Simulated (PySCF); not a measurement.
Identify the unknown among the candidates.

All candidates are C5H5Cl.

* Rotational structure: rotational constants A, B, C: 15.967, 0.927, 0.881 GHz [PBE0-D3(BJ)/def2-SVP]
* UV, strongest line: among the 6 lowest singlet transitions: S5 at 6.47 eV (192 nm, f = 0.286) [TDDFT B3LYP/def2-SVPD]
* Dipole: 2.04 D [B3LYP/def2-SVPD]
* UV, first state: lowest singlet excitation: 5.07 eV (245 nm, f = 0.000) [TDDFT B3LYP/def2-SVPD]
* Polarisability: 82.6 au [B3LYP/def2-SVPD]

The electronic properties come from PySCF, for the isolated species, density fitting. Levels stand in brackets. Isolated species at its PBE0-D3(BJ)/def2-SVP geometry, gas phase.

Task: Which candidate is it?
A. `C=C1C=C1CCl`
B. `CC1=CC/1=C\Cl`
C. `C=CC#CCCl`

Result: C. It is `C=CC#CCCl`. Numbering: `[CH2:1]=[CH:2][C:3]#[C:4][CH2:5][Cl:6]`. Its formula, C5H5Cl, gives 3 degrees of unsaturation: 0 rings and 3 π bonds in the structure found. S1 is mainly HOMO→LUMO+1 (weight 0.91); the largest Löwdin shares of the orbital it empties are 0.24 on an alkyne carbon, 0.24 on the terminal =CH2 carbon, 0.21 on an alkyne carbon and 0.17 on the alkene CH carbon, of the orbital it fills 0.36 on the alkyl chlorine, 0.20 on the sp3 C–Cl carbon, 0.16 on an alkyne carbon and 0.14 on an alkyne carbon. The optimised geometry has point group Cs and is an asymmetric top.

The others, at the same levels:
- `CC1=CC/1=C\Cl` fails: its computed lowest singlet excitation is 4.00 eV (310 nm, f = 0.018) (against 5.07 eV), static isotropic polarisability is 76.0 au (against 82.6 au) and rotational constant A is 12.027 GHz (against 15.967 GHz).
- `C=C1C=C1CCl` fails: its computed lowest singlet excitation is 4.25 eV (292 nm, f = 0.021) (against 5.07 eV), static isotropic polarisability is 75.7 au (against 82.6 au) and rotational constant A is 11.747 GHz (against 15.967 GHz).

Each candidate is one conformer, not necessarily the lowest. Dipoles, sizes and rotational constants follow the conformer. The torsions of the flexible species, by atom-mapped SMILES:
- `[CH2:1]=[C:2]1[CH:3]=[C:4]1[CH2:5][Cl:6]`: C3–C4–C5–Cl6 0°
